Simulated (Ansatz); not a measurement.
`C=C(O)C(=N)O` and `C=C(O)C=N` differ in one atom or group.

Ansatz, PBE0-D4/def2-TZVP geometries, multiplicity 1. Each molecule was computed in one conformer, which needn't be the lowest.

```json
{"property": "LUMO energy (PBE/def2-TZVPP) / eV", "`C=C(O)C(=N)O`": "-2.03"}
{"property": "LUMO energy (ωB97M-V/def2-TZVPP) / eV", "`C=C(O)C(=N)O`": "1.04"}
{"property": "size of the dipole moment (PBE/def2-TZVPP) / D", "`C=C(O)C(=N)O`": "0.62"}
{"property": "HOMO energy (B3LYP/def2-TZVPP) / eV", "`C=C(O)C(=N)O`": "-6.74"}
{"property": "LUMO energy (PBE0/def2-TZVPP) / eV", "`C=C(O)C(=N)O`": "-1.11"}
{"property": "HOMO energy (ωB97M-V/def2-TZVPP) / eV", "`C=C(O)C(=N)O`": "-9.17"}
```

What does the change do to each property? (Best estimate.)

Ansatz gave: 
```json
{"property": "LUMO energy (PBE/def2-TZVPP) / eV", "`C=C(O)C=N`": "-2.36", "shift": "-0.33"}
{"property": "LUMO energy (ωB97M-V/def2-TZVPP) / eV", "`C=C(O)C=N`": "0.77", "shift": "-0.27"}
{"property": "size of the dipole moment (PBE/def2-TZVPP) / D", "`C=C(O)C=N`": "2.32", "shift": "1.70"}
{"property": "HOMO energy (B3LYP/def2-TZVPP) / eV", "`C=C(O)C=N`": "-6.72", "shift": "0.02"}
{"property": "LUMO energy (PBE0/def2-TZVPP) / eV", "`C=C(O)C=N`": "-1.39", "shift": "-0.28"}
{"property": "HOMO energy (ωB97M-V/def2-TZVPP) / eV", "`C=C(O)C=N`": "-9.07", "shift": "0.10"}
```

Dipoles are sizes alone; their direction can turn.

Positive LUMOs are unbound, so they and the gaps depend on the basis.

B3LYP here is the variant with VWN-RPA as its local correlation; programs differ in this.
